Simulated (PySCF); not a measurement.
C4H4S, SMILES c1cccs1 (B3LYP/def2-SVP optimised geometry):

```
9

C     -0.062     1.070     0.000
C     -1.088     0.074     0.000
C     -0.584    -1.202     0.000
S      1.147    -1.202     0.000
C      1.199     0.528     0.001
H     -0.254     2.144     0.000
H     -2.156     0.298     0.000
H     -1.131    -2.144     0.000
H      2.156     1.047     0.001
```

Computed with B3LYP/def2-TZVP run with PySCF.

Task: What are the frontier orbital energies and the dipole moment?

Result: HOMO-2 -9.45 eV, HOMO-1 -6.99 eV, HOMO -6.63 eV, LUMO -0.66 eV, LUMO+1 0.61 eV; dipole moment 0.49 D.

Meta-Löwdin charges at B3LYP/def2-TZVP: C1 -0.15, C2 -0.15, C3 -0.27, S4 0.29, C5 -0.27, H6 0.13, H7 0.13, H8 0.14, H9 0.14.
